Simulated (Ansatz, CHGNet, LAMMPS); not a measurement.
fcc Pt, elastic constant C11

Reference value: 358 GPa (measured, 0 K, low-temperature values given for 0 K; zero-point effects included; as tabulated in Li et al. (2021), arXiv:2102.01972).

```
level (code)                   value (GPa)  cell (Å³/atom)
-----------------------------  -----------  --------------
EAM u3 (LAMMPS)                        303           15.06
MEAM library.meam-Pt (LAMMPS)          347           15.06
Morse jacobson2022 (LAMMPS)            362           15.06
CHGNet 0.3.0                           263           15.72
LDA (Ansatz)                             ?           14.76
PBE (Ansatz)                           306           15.64
PBE+SOC (Ansatz)                       306           15.68
PBEsol (Ansatz)                        357           15.04
PBEsol+SOC (Ansatz)                    357           15.06
r²SCAN (Ansatz)                        329           15.29
HSE06 (Ansatz)                         329           15.12
```

Task: Some entries are withheld; supply them.

Result: 
- LDA (Ansatz, a program for electronic structure), value (GPa): 381

Differences against the reference: EAM u3 -15.4 %, MEAM library.meam-Pt -3.1 %, Morse jacobson2022 +1.1 %, CHGNet 0.3.0 -27 %, LDA +6.4 %, PBE -14.5 %, PBE+SOC -14.5 %, PBEsol -0.3 %, PBEsol+SOC -0.3 %, r²SCAN -8.1 %, HSE06 -8.1 %.

Once the reference is moved by up to 5.0 % (a margin picked here for doubts on the reference and the settings, and for temperature and zero-point motion) and values within 1.7 % count as equal, the nearest can be PBEsol (-0.3 %), PBEsol+SOC (-0.3 %), Morse jacobson2022 (+1.1 %), MEAM library.meam-Pt (-3.1 %), LDA (+6.4 %), r²SCAN (-8.1 %) or HSE06 (-8.1 %). Farthest off among them: CHGNet 0.3.0 (-27 %).

The measured value isn't corrected to a static lattice, so vibrations enter the comparison. The crystal itself was run without spin with LDA, PBE, PBEsol, r²SCAN, HSE06; a magnetic state was not tried in these runs. Density-functional levels without +SOC have no spin–orbit coupling. HSE06: hybrids on metals are sensitive to the k mesh. HSE06: the run warned that the count of filled bands differs between k points. Each level is taken at its own relaxed cell. Cutoffs and k meshes differ between the levels. Ansatz's density-functional and Hartree–Fock values are scalar-relativistic unless marked +SOC, with PAW data made under PBE.

Empirical potentials (EAM u3, MEAM library.meam-Pt, Morse jacobson2022) are fitted to chosen data: where that held the value shown, agreement is built in, and what lay outside the fit can be far off. Machine-learned potentials (CHGNet 0.3.0) are trained on DFT data: a solid inside that data is no test of them.

Differences are worked out from the printed values.
